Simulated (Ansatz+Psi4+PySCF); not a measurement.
**doublet AlH₃(+): levels of theory in one basis**

```yaml
atoms:
  - { symbol: Al, position_ang: [0.0000, 0.0000, 0.0000] }
  - { symbol: H, position_ang: [1.5757, 0.0000, 0.0000] }
  - { symbol: H, position_ang: [-0.7879, 1.3646, 0.0000] }
  - { symbol: H, position_ang: [-0.7879, -1.3646, 0.0000] }
```

Basis set: cc-pVTZ on H; cc-pV(T+d)Z on Al (spherical functions). Correlated methods keep 5 orbitals frozen. Correlation on ROHF uses semicanonical orbitals with singles. Charge 1, multiplicity 2.

Computed with Ansatz (development build ahead of 0.2.0) and Psi4 1.11; each method stands on the lowest determinant of its kind that the runs found.

```json
{"method": "ROHF", "E − E(ROHF) (eV)": "0.00", "<S²> of the determinant": "0.75"}
{"method": "UHF", "E − E(ROHF) (eV)": "-0.10", "<S²> of the determinant": "0.78"}
{"method": "ROHF-MP2", "E − E(ROHF) (eV)": "-1.89", "<S²> of the determinant": "–"}
{"method": "UHF-MP2", "E − E(ROHF) (eV)": "-1.89", "<S²> of the determinant": "0.84"}
```

**Question.** What does UHF-CCSD give on the same scale?

**Answer.** -2.56 eV.

Caution for ROHF-MP2: a plain start can end on a higher determinant.
